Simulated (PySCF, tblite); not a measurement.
Isomers of C3H7OP, one GFN2-xTB conformer each. Single-point energies are computed at PBE0/pcSseg-1 (PySCF, gas phase, no added dispersion term), electronic only.

Question: Rank them by PBE0/pcSseg-1 energy, lowest first (kJ/mol).
A. `[H]/[P:5]=[C:3](/[O:2][CH3:1])[CH3:4]` with C1–O2–C3–C4 178°
B. `[O:1]=[PH:2]1[CH2:3][CH2:4][CH2:5]1` with O1–P2–C3–C4 -138°, P2–C3–C4–C5 20°, C3–C4–C5–P2 -20°, O1–P2–C5–C4 138°
C. `C[C@@H]1C[P@@H]1=O`

Answer: B (0.0), C (70.1), A (91.5).

As drawn, the lowest has a four-membered ring and a P=O bond, which the highest lacks. GFN2-xTB itself gives, in the same order: 0.0, 91.7, 164.4. Both levels put the same isomer lowest; measured from each level's own lowest isomer, the values differ by up to 72.9 kJ/mol ([H]/P=C(\C)OC: 164.4 against 91.5).

Q: Which frontier levels, dipoles and rotational constants go with these structures?

A: 
```tsv
SMILES	HOMO (eV, PBE0/pcSseg-1)	LUMO (eV)	dipole (D)	A, B, C (MHz)
O=[PH]1CCC1	-7.75	0.94	4.04	8686, 3408, 2805
C[C@@H]1C[P@@H]1=O	-7.12	0.92	3.80	6742, 3467, 2765
[H]/P=C(\C)OC	-6.44	-0.81	1.28	4791, 3881, 2203
```

Q: What happens when harmonic zero-point energies from GFN2-xTB frequencies are added?

A: 
| SMILES | ZPE (kJ/mol) | electronic (kJ/mol) | with ZPE (kJ/mol) |
| --- | --- | --- | --- |
| O=[PH]1CCC1 | 249.2 | 0.0 | 0.0 |
| C[C@@H]1C[P@@H]1=O | 245.8 | 70.1 | 66.7 |
| [H]/P=C(\C)OC | 243.8 | 91.5 | 86.1 |

The zero-point energies span 5.4 kJ/mol. The order is unchanged.
